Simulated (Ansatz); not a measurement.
Torsion profile

AlSiH₄ (SMILES [AlH2][SiH2]), doublet, at its PBE0-D4/def2-TZVP minimum:

```
6
angstrom
Al -0.2542 -1.1914 -0.0712
Si 0.2424 1.1261 0.0686
H -0.9811 -1.8861 1.1530
H 0.1568 -1.9755 -1.3848
H 0.9120 1.9242 -0.9920
H -0.0760 2.0027 1.2264
```

The dihedral angle H3–Al1–Si2–H5 (-179.7° at the minimum) is set to the values below, the two halves turning rigidly about the central bond. Each method's energies count from its own value at the PBE0-D4 minimum structure. Computed with Ansatz 0.2.0 (basis: def2-TZVPP); correlated methods freeze the cores; orbitals are unrestricted. B3LYP uses VWN-RPA correlation.

CCSD(T) energies along the scan:
```tsv
dihedral angle (°)	CCSD(T) (meV)
-163.7	21
-141.2	113
-118.7	246
-96.2	341
-73.7	312
-51.2	188
-28.7	65
-6.2	3
```
They count from the CCSD(T) energy at the PBE0-D4 minimum.

Largest difference from the CCSD(T) curve over the scan: PBE-D4 9; B3LYP-D4 18; wB97M-V 8; MP2 4 meV. Each curve counts from its own value at the minimum.

T1 diagnostic: at most 0.016. ⟨S²⟩ of the unrestricted Hartree–Fock references: 0.77 (a pure state has 0.75).

For scale, one of the runs: CCSD(T)/def2-TZVPP, 140 basis functions (an equivalent command: `ansatz run in.yaml --threads 2`). The run took 13 s on 2 CPU threads (shared host), with 1.5 GiB of host memory at its peak.
